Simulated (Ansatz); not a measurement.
# SiCl, quartet along the distance Si1-Cl2

Starting geometry (PBE0/def2-TZVP stationary point for this spin):

```xyz
2

Si    0.0000    0.0000    0.0000
Cl    0.0000    0.0000    2.0579
```

From there Cl2 moves along the line of the two atoms named below, all else staying in place; atoms are numbered as listed. Energies are in eV, counted from the starting geometry at the same level. Kohn–Sham curves are unrestricted where that lies lower.

Basis 6-31G; Ansatz 0.2.0. Correlated methods freeze the noble-gas cores.

A value is left out where its run failed or describes another state than the reference as far as symmetry and spin tell, or, spin-broken singlets apart, can't be checked. The reference follows the lowest state, whose symmetry changes from Σ⁻ or Δ to Π between 2.897 and 3.239.

In so small a basis the reference is far from its limit while semilocal and hybrid functionals are nearer theirs (RPA and double hybrids share much of the reference's basis error), so the functionals' errors here hold much of the reference's basis and frozen-core error, which can add to them or hide them.

Full CI is exact within this basis and frozen core; it isn't the basis-set limit.

```json
{"distance Si1-Cl2 (Å)": "1.656", "full CI": "4.724", "PBE0": "4.339", "B3LYP": "4.441", "CAM-B3LYP": "4.348", "wB97M-V": "4.378", "B2PLYP": "4.500"}
{"distance Si1-Cl2 (Å)": "1.866", "full CI": "1.174", "PBE0": "1.026", "B3LYP": "1.084", "CAM-B3LYP": "1.039", "wB97M-V": "1.044", "B2PLYP": "1.095"}
{"distance Si1-Cl2 (Å)": "2.058", "full CI": "0.000", "PBE0": "0.000", "B3LYP": "0.000", "CAM-B3LYP": "0.000", "wB97M-V": "0.000", "B2PLYP": "0.000"}
{"distance Si1-Cl2 (Å)": "2.305", "full CI": "-0.267", "PBE0": "-0.153", "B3LYP": "-0.251", "CAM-B3LYP": "-0.204", "wB97M-V": "-0.187", "B2PLYP": "-0.228"}
{"distance Si1-Cl2 (Å)": "2.458", "full CI": "-0.157", "PBE0": "-0.009", "B3LYP": "-0.176", "CAM-B3LYP": "-0.118", "wB97M-V": "-0.085", "B2PLYP": "-0.126"}
{"distance Si1-Cl2 (Å)": "2.897", "full CI": "0.186", "PBE0": "–", "B3LYP": "–", "CAM-B3LYP": "–", "wB97M-V": "–", "B2PLYP": "–"}
{"distance Si1-Cl2 (Å)": "3.239", "full CI": "0.158", "PBE0": "0.392", "B3LYP": "0.059", "CAM-B3LYP": "0.006", "wB97M-V": "0.004", "B2PLYP": "0.044"}
{"distance Si1-Cl2 (Å)": "3.886", "full CI": "0.142", "PBE0": "0.445", "B3LYP": "0.090", "CAM-B3LYP": "0.039", "wB97M-V": "0.044", "B2PLYP": "0.056"}
{"distance Si1-Cl2 (Å)": "4.472", "full CI": "0.158", "PBE0": "0.475", "B3LYP": "0.113", "CAM-B3LYP": "0.065", "wB97M-V": "0.076", "B2PLYP": "0.075"}
{"distance Si1-Cl2 (Å)": "5.514", "full CI": "0.175", "PBE0": "0.494", "B3LYP": "0.126", "CAM-B3LYP": "0.081", "wB97M-V": "0.100", "B2PLYP": "0.088"}
{"distance Si1-Cl2 (Å)": "7.028", "full CI": "0.182", "PBE0": "0.499", "B3LYP": "0.129", "CAM-B3LYP": "0.085", "wB97M-V": "0.107", "B2PLYP": "0.091"}
```
